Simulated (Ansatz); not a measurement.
## Ansatz (development build ahead of 0.2.0) run

```yaml
crystal:
  periodic: [false, false, false]
  atoms:
    - { symbol: C, position_ang: [-0.24757, 0.14503, -0.15711] }
    - { symbol: H, position_ang: [0.58537, 0.59988, -0.64442] }
    - { symbol: H, position_ang: [-0.37085, -0.8668, -0.52353] }
    - { symbol: H, position_ang: [-0.41732, 0.40493, 0.91674] }
    - { symbol: H, position_ang: [2.89289, -1.81633, 2.14347] }
basis:
  gaussian: { orbitals: def2-SVP }
total_charge: 1
magnetization:
  spin_polarized: true
  initial_magnetization: 1
hamiltonian:
  xc: hf
output:
  forces: true
```

The input is written out in the form of the current development build from the run's settings.

The run gave:

* Converged: yes
* Total energy: -39.68173 hartree
* Spin squared of the determinant: 0.750
* Stability test: minimum

Forces (eV/Å):
```
atom      Fx      Fy      Fz
  C1   2.782  -1.869   2.574
  H2  -0.108   1.585  -0.953
  H3  -1.583  -0.037  -0.345
  H4  -1.087   0.319  -1.274
  H5  -0.003   0.002  -0.002
```
